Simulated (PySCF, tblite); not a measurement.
**BeH₂F−, a complex of two parts: NMR shifts, interaction energy, infrared bands, spin-spin couplings, core binding energies and electronic excitations**

Aim: the NMR shifts, interaction energy, infrared bands, spin-spin couplings, core binding energies and electronic excitations of `[BeH2]` with `[F-]`.

Computed with tblite 0.8.0 and PySCF 2.14.0; each step states its level. No surroundings beyond the atoms listed, unless a continuum is named. Atoms count from 0, parts from 1.

## 1. The system as given

4 atoms, charge -1, multiplicity 1; geometry: rigid parts in contact. Parts: 1 = atoms 0–2, `[BeH2]`, charge 0; 2 = atom 3, `[F-]`, charge -1.

## 2. Docking the parts with GFN2-xTB

What the job is given:

```
{"job": {"kind": "dock", "xc": "GFN2-xTB", "basis": "xTB"}, "charge": -1, "multiplicity": 1, "parts": [{"atoms": "0-2", "charge": 0, "multiplicity": 1}, {"atoms": "3-3", "charge": -1, "multiplicity": 1}]}
Be     0.000126     0.000012    -0.000085
H      0.095015    -1.247831    -0.265252
H     -0.095140     1.247820     0.265336
F     -1.851864     0.401273    -1.169614
```

Method: GFN2-xTB search for minima from random contacts, gas phase.

Command:

```console
OMP_NUM_THREADS=1 python cluster_run.py task.json out
```

The driver reads the jobs from task.json and runs them one after another.

**Question.** The jobs that follow are: PBE0-D3(BJ)/def2-TZVPD geometry optimisation, gas phase; GIAO PBE0/aug-pcSseg-3 NMR shielding, non-relativistic, gas phase; CCSD(T)/aug-cc-pVDZ and MP2/aug-cc-pVTZ, aug-cc-pVQZ counterpoise interaction energy, frozen core, gas phase; PBE0-D3(BJ)/def2-TZVPD harmonic vibrations by differences of gradients, gas phase; B3LYP/pcJ-2 indirect spin-spin coupling, non-relativistic, gas phase; delta-SCF UKS SCAN, pcX-2 on the ionised atom, pcseg-1 elsewhere, spin-free X2C; TDDFT CAM-B3LYP/def2-TZVPD, vertical, gas phase, core orbitals frozen in the response. Predict: binding energy (GFN2-xTB); point group; rotational constants (main isotopes); shieldings of H, Be, F (PBE0/aug-pcSseg-3, a mean where the table joins atoms); largest proton shift on binding; interaction energy, CCSD(T) limit estimate; MP2/aug-cc-pVQZ; T1 diagnostic; strongest single infrared mode (PBE0-D3(BJ)/def2-TZVPD); largest coupling of the table (B3LYP/pcJ-2); Be1s binding energies, SCAN/pcX-2; F1s binding energies, SCAN/pcX-2; lowest singlet (CAM-B3LYP/def2-TZVPD); brightest single state of those computed; lowest triplet.

**Answer**, as computed:

| quantity | value |
| --- | --- |
| binding energy (GFN2-xTB) | -61.47 kcal/mol (rough: tight binding is poor for bare ions) |
| point group | C2v |
| rotational constants (main isotopes) | 158.64, 27.09, 23.14 GHz |
| shieldings of H, Be, F (PBE0/aug-pcSseg-3, a mean where the table joins atoms) | H1 27.1, Be0 90.7, F3 310.8 ppm |
| largest proton shift on binding | H1, +1.03 ppm |
| interaction energy, CCSD(T) limit estimate | -99.54 kcal/mol |
| MP2/aug-cc-pVQZ | -98.38 kcal/mol |
| T1 diagnostic | 0.0143 |
| strongest single infrared mode (PBE0-D3(BJ)/def2-TZVPD) | 1636 cm⁻¹ |
| largest coupling of the table (B3LYP/pcJ-2) | ²J(H,F) H1–F3, 52.1 Hz (mean over like pairs) |
| Be1s binding energies, SCAN/pcX-2 | Be0 113.03 eV |
| F1s binding energies, SCAN/pcX-2 | F3 684.87 eV |
| lowest singlet (CAM-B3LYP/def2-TZVPD) | 4.44 eV (279 nm), f = 0.000 |
| brightest single state of those computed | state 5, 6.48 eV, f = 0.177 |
| lowest triplet | 4.26 eV |

In words: On relaxing, metal atoms bound new neighbours (Be0–F3). In the one minimum found, at its xTB geometry, the leading contact, judged by the atoms' radii, is Be0···F3 (bond, 1.50 Å). A later relaxation moves these distances. The start of the PBE0/def2-TZVPD relaxation was shaken at random by about 0.01 Å, so part of the energy gained, and of the first lengths quoted, undoes that. Relaxing lowered the energy by 0.066 eV in 4 steps; the close pair that moved most is Be0–H1, from 1.347 to 1.435 Å. At PBE0/aug-pcSseg-3: Shielding is most anisotropic at F3 (span 280 ppm, paramagnetic term -145 ppm). On binding (GIAO PBE0/aug-pcSseg-3 NMR shielding, non-relativistic, gas phase), H1 moves most among the protons, 1.03 ppm downfield. The interaction energy leaves out the deformation of the parts, 20.22 kcal/mol at MP2. So large a deformation means that a part is far from its own minimum, so a sum across the two methods would be rough. No mode is imaginary at PBE0-D3(BJ)/def2-TZVPD; the softest lies at 679 cm⁻¹.
